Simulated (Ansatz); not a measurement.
# ClH3MgO: the cost of one run

Program: Ansatz 0.2.0. Level of theory: RKS PBE-D4/def2-SVPD. These are calculated values, not measurements.

1 further run of the same task is left out (it didn't finish).

## Step 1: The system as given

Bond lengths: Mg1–Cl3 2.125 Å, Mg1–O5 2.416 Å, O5–H6 0.957 Å. Angles: Cl3–Mg1–O5 157.5°, Mg1–O5–H6 168.9°.

Coordinates:

```xyz
6

Mg   -0.4033   -0.7858   -0.8585
H    -0.5435    1.4004   -0.2776
Cl   -0.9132   -2.2826   -2.2784
H     0.0255    1.0963    0.4655
O     0.6683    0.1793    1.0799
H     1.1662    0.3925    1.8691
```

## Step 2: A restrained relaxation towards end A

Springs on the bonds that form and break draw the guess towards this end; the thresholds are loose.

input.yaml reads:

```yaml
crystal:
  periodic: [false, false, false]
  atoms:
    - { symbol: Mg, position_ang: [-0.4033, -0.7858, -0.8585] }
    - { symbol: H, position_ang: [-0.5435, 1.4004, -0.2776] }
    - { symbol: Cl, position_ang: [-0.9132, -2.2826, -2.2784] }
    - { symbol: H, position_ang: [0.0255, 1.0963, 0.4655] }
    - { symbol: O, position_ang: [0.6683, 0.1793, 1.0799] }
    - { symbol: H, position_ang: [1.1662, 0.3925, 1.8691] }
basis:
  gaussian: { orbitals: def2-SVPD }
hamiltonian:
  xc: pbe
  dispersion: d4
relax:
  f_tol: 0.15
  max_steps: 25
  restrain:
    - { distance: [0, 4], at: 3.37, k: 30.0 }
    - { distance: [3, 1], at: 1.92, k: 30.0 }
    - { distance: [0, 1], at: 1.72, k: 30.0 }
    - { distance: [3, 4], at: 0.97, k: 30.0 }
```

The run is started by

```console
$ ansatz run input.yaml --threads 2 --pin off --max-ram 3072MiB --backend cpu --events-out ev --progress --plain --runs-dir out
```

Q: Estimate wall time and peak memory on 2 threads of Intel Xeon 6975P-C (Granite Rapids), shared host.

About 5.6 s, with a peak of 0.18 GiB.
